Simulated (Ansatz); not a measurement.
# C₂H₅B: vertical ionisation energy

Aim: the vertical ionisation energy of C₂H₅B, as cation minus neutral at the neutral's geometry, on several levels, and how well −ε(HOMO) stands in for it.

Method: unrestricted cation, the program's frozen cores in correlated methods; program: Ansatz 0.2.0, Gaussian basis.

Plan: UKS PBE-D4/def2-TZVPP; UKS r2SCAN-D4/def2-TZVPP; UKS PBE0-D4/def2-TZVPP; UKS B3LYP-D4/def2-TZVPP; UKS wB97X-V/def2-TZVPP; UKS wB97M-V/def2-TZVPP; UKS B2PLYP/def2-TZVPP; UHF-CCSD(T)/def2-TZVPP; UHF-MP2/def2-QZVPP; extrapolation to the limit; then −ε(HOMO) from the neutral's earlier runs with LDA (SPW92), PBE-D4, revPBE-D4, BLYP-D4, r2SCAN-D4, B97M-V, PBE0-D4, B3LYP-D4, r2SCANh-D4, r2SCAN0-D4, HSE06-D4, BHLYP-D4, CAM-B3LYP-D4, LC-ωPBE, ωB97X-V, ωB97M-V.

## (1) The geometry

The geometry comes from an earlier relaxation with PBE0-D4 in a triple-zeta def2 set; it is a stationary point, not always the lowest conformer.

SMILES `BC=C`, 8 atoms, charge 0, spin multiplicity 1.

Atoms are counted from 1 here; the program's logs count them from 0.

Bond lengths: B1–C2 1.534 Å, B1–H4 1.199 Å, B1–H5 1.197 Å, C2–C3 1.339 Å, C2–H6 1.089 Å, C3–H7 1.086 Å, C3–H8 1.087 Å. Angles: C2–B1–H4 118.7°, C2–B1–H5 122.0°, H4–B1–H5 119.3°, B1–C2–C3 120.5°, B1–C2–H6 121.7°, C3–C2–H6 117.7°, C2–C3–H7 120.6°, C2–C3–H8 123.0°, H7–C3–H8 116.4°.

Geometry (Å):

```
B    -0.6192    0.8763   -0.6939
C     0.3220    0.2735    0.3575
C     0.4595   -1.0543    0.4655
H    -1.2264    0.1359   -1.4148
H    -0.7628    2.0583   -0.8134
H     0.8974    0.8995    1.0373
H    -0.0927   -1.7225   -0.1894
H     1.1143   -1.5238    1.1955
```

## (2) Cation, UKS PBE-D4/def2-TZVPP

The input, in.yaml:

```yaml
crystal:
  periodic: [false, false, false]
  atoms:
    - {symbol: B, position_ang: [-0.619153, 0.876253, -0.693948]}
    - {symbol: C, position_ang: [0.321991, 0.273488, 0.357517]}
    - {symbol: C, position_ang: [0.459546, -1.054278, 0.465497]}
    - {symbol: H, position_ang: [-1.226394, 0.135876, -1.414830]}
    - {symbol: H, position_ang: [-0.762792, 2.058315, -0.813355]}
    - {symbol: H, position_ang: [0.897394, 0.899504, 1.037344]}
    - {symbol: H, position_ang: [-0.092699, -1.722544, -0.189376]}
    - {symbol: H, position_ang: [1.114308, -1.523813, 1.195451]}
basis:
  gaussian: {orbitals: def2-TZVPP}
total_charge: 1
magnetization: {spin_polarized: true, initial_magnetization: 1}
hamiltonian: {xc: pbe, dispersion: d4}
```

Further steps of the session: Cation, UKS r2SCAN-D4/def2-TZVPP; Cation, UKS PBE0-D4/def2-TZVPP; Cation, UKS B3LYP-D4/def2-TZVPP; Cation, UKS wB97X-V/def2-TZVPP; Cation, UKS wB97M-V/def2-TZVPP; Cation, UKS B2PLYP (frozen core)/def2-TZVPP; Cation, UHF-CCSD(T)/def2-TZVPP; Cation, UHF-MP2/def2-QZVPP.

**Question.** What will the summary of the whole plan be? Wanted: ionisation energy, CCSD(T)/CBS; nearest functional by difference; nearest −ε(HOMO); −ε(HOMO) of PBE; T1 of the cation.

**Answer**, as computed:

```
                        quantity                value
  ionisation energy, CCSD(T)/CBS             11.07 eV
nearest functional by difference  B3LYP-D4 (-0.11 eV)
                nearest −ε(HOMO)   LC-ωPBE (+0.15 eV)
                 −ε(HOMO) of PBE              7.49 eV
                T1 of the cation                0.008
```

**Reading.** Energy differences with functionals land within 0.25 eV of the reference. The PBE orbital energy is 3.6 eV too small: a semilocal HOMO is no ionisation energy. Among orbital estimates LC-ωPBE comes nearest. Hartree-Fock falls 1.85 eV short, as the neutral has more correlation energy than the cation.
